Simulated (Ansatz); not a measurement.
in.yaml

```yaml
crystal:
  periodic: [false, false, false]
  atoms:
    - {symbol: Ge, position_ang: [0.000000, 0.023498, 0.174856]}
    - {symbol: N, position_ang: [0.000000, -0.084428, -0.796886]}
    - {symbol: H, position_ang: [0.000001, -0.697682, 0.577178]}
    - {symbol: H, position_ang: [0.437112, 0.088761, -1.052415]}
    - {symbol: H, position_ang: [-0.437112, 0.088760, -1.052415]}
basis:
  gaussian: {orbitals: cc-pVDZ}
total_charge: 1
magnetization: {spin_polarized: false, initial_magnetization: 1}
correlation: {method: bccd, electrons: outside_noble_gas}
output: {forces: true}
```

```sh
$ ansatz run in.yaml --threads 1 --pin off --events-out ev --progress --plain --max-ram 2393MiB
```

How does this run end?

Converged. The input was made wrong on purpose (coordinates in the wrong unit), so the run isn't a sound calculation of what was asked.
```
598 factors; integrals over basis functions are off by at most 4.6e-4 eV
mean field evaluation 1: about -57878.8819 eV, gradient 7.8e1 eV
mean field evaluation 2: about -57878.9031 eV, gradient 7.8e1 eV
mean field evaluation 4: about -57889.0023 eV, gradient 3.1e0 eV
mean field evaluation 8: about -57889.0505 eV, gradient 7.1e-2 eV
mean field evaluation 16: about -57889.0316 eV, gradient 5.2e-1 eV
mean field evaluation 32: about -57888.9719 eV, gradient 1.9e0 eV
mean field evaluation 64: about -57888.0437 eV, gradient 6.3e-1 eV
mean field -57889.05048940 eV, -2127.3833668777 hartree, gradient 2.9e-6 eV, S^2 0.750000; 6 other end points of the search recorded, 0 dependent functions left out
mean field evaluation 96: about -57889.1054 eV, gradient 2.7e-4 eV
determinant -57889.05048940 eV, -2127.3833668777 hartree, with singles and doubles -57894.86903331 eV, -2127.5971944226 hartree
determinant -57888.04524796 eV, -2127.3464249362 hartree, with singles and doubles -57894.10109259 eV, -2127.5689731216 hartree
15 core orbitals not correlated: weight in the atoms' cores, before any rotation towards them, 0.895 or more for the frozen orbitals, at most 0.079 for the correlated occupied ones
reference -57889.05048940 eV, -2127.3833668777 hartree; 6, 5 occupied and 35, 36 virtual orbitals, 598 factors
second order -5.25478320 eV of doubles, -0.03137143 eV of singles
cycle   1  -5.82483056 eV  change   -2.8e-1 eV  update   1.3e-2
cycle   2  -5.83220452 eV  change   -7.4e-3 eV  update   3.8e-3
cycle   3  -5.83266458 eV  change   -4.6e-4 eV  update   1.5e-3
cycle   4  -5.83254746 eV  change    1.2e-4 eV  update   6.2e-4
cycle   5  -5.83258893 eV  change   -4.1e-5 eV  update   2.2e-4
cycle   6  -5.83265160 eV  change   -6.3e-5 eV  update   7.3e-5
cycle   7  -5.83265333 eV  change   -1.7e-6 eV  update   2.7e-5
cycle   8  -5.83265500 eV  change   -1.7e-6 eV  update   1.1e-5
cycle   9  -5.83265295 eV  change    2.0e-6 eV  update   4.2e-6
cycle  10  -5.83265401 eV  change   -1.1e-6 eV  update   1.1e-6
cycle  11  -5.83265396 eV  change    5.9e-8 eV  update   2.9e-7
the calculation of the forces begins
Total energy: -57894.88314335 eV, -2127.5977129570 hartree
Atom 0 at     0.000000     0.023498     0.174856 Å, force    -0.000105    92.067051   213.295351 eV/Å
Atom 1 at     0.000000    -0.084428    -0.796886 Å, force     0.000122  -103.658454  -117.158126 eV/Å
Atom 2 at     0.000001    -0.697682     0.577178 Å, force     0.000087   -70.847616    44.910529 eV/Å
Atom 3 at     0.437112     0.088761    -1.052415 Å, force   106.506835    41.219638   -70.523881 eV/Å
Atom 4 at    -0.437112     0.088760    -1.052415 Å, force  -106.506938    41.219381   -70.523874 eV/Å
Dipole moment:    -0.000000     0.024828    -0.421975 e Å
```
